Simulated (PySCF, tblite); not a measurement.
# C₄H₄N radical: geometry, infrared bands and EPR parameters

Aim: predict the infrared bands and EPR parameters of C₄H₄N radical (`[H]/N=C\C#C[CH2]`).

Programs: tblite 0.8.0 and PySCF 2.14.0, with density-fitted response routines of our own. Each step states its level of theory. These are calculated values for one molecule in the gas phase, unless marked as measured. Atoms count from 0, in the outputs and in this text.

## (1) Starting geometry

9 atoms, charge 0, multiplicity 2; geometry from: force field or distance geometry start.

Bonds of the start (Å): C0–C1 1.48, C1–C2 1.19, C2–C3 1.47, C3–N4 1.30, C0–H5 1.12, C0–H6 1.13, C3–H7 1.09, N4–H8 1.05.

## (2) Relaxing the molecule with GFN2-xTB

What the job is given:

```
{"job": {"kind": "relax", "xc": "GFN2-xTB", "basis": "xTB"}, "charge": 0, "multiplicity": 2}
C      2.320600    -0.508300    -0.325200
C      0.845200    -0.385500    -0.233900
C     -0.341800    -0.305200    -0.126800
C     -1.800300    -0.180700    -0.048300
N     -2.336500     0.935200     0.341900
H      2.736300    -0.758900     0.682000
H      2.721200     0.513600    -0.598200
H     -2.434800    -1.036300    -0.279600
H     -1.696400     1.732000     0.562800
```

Run with:

```sh
OMP_NUM_THREADS=1 python probes_run.py task.json out
```

One launch serves the whole session: the jobs run in the order shown.

**Question.** This job is followed by: GFN2-xTB harmonic vibrations, gas phase; UKS B3LYP, pcH-1 on C H N, non-relativistic, mean-field spin-orbit, GIAO. What will the session give for the following? strongest single infrared mode (GFN2-xTB); zero-point energy (GFN2-xTB); g(iso) (B3LYP); ⟨S²⟩; largest a(iso) (averaged by class); surface potential, 1st and 99th percentile.

**Answer**, as computed:

```
                                 quantity                  value
strongest single infrared mode (GFN2-xTB)  1562 cm⁻¹, 138 km/mol
             zero-point energy (GFN2-xTB)          39.1 kcal/mol
                           g(iso) (B3LYP)                2.00321
                                     ⟨S²⟩     0.786 (exact 0.75)
       largest a(iso) (averaged by class)   13C on C1, -59.3 MHz
    surface potential, 1st and 99th percentile     -1.80 V and 1.35 V
```

What this shows: Relaxing lowered the energy by 1.157 eV in 52 steps; the close pair that moved most is C0–C1, from 1.483 to 1.336 Å. All 21 modes are real, so the xTB geometry is a minimum. The strongest single mode, at 1562 cm⁻¹, moves mainly C3 and N4. Unscaled tight-binding wavenumbers are off by several per cent, some by more. Its intensities can rank the bands wrongly. The largest spin populations lie on C0 (0.67 e), C2 (0.50 e). The isotropic g lies 0.9 ppt above the free-electron value.
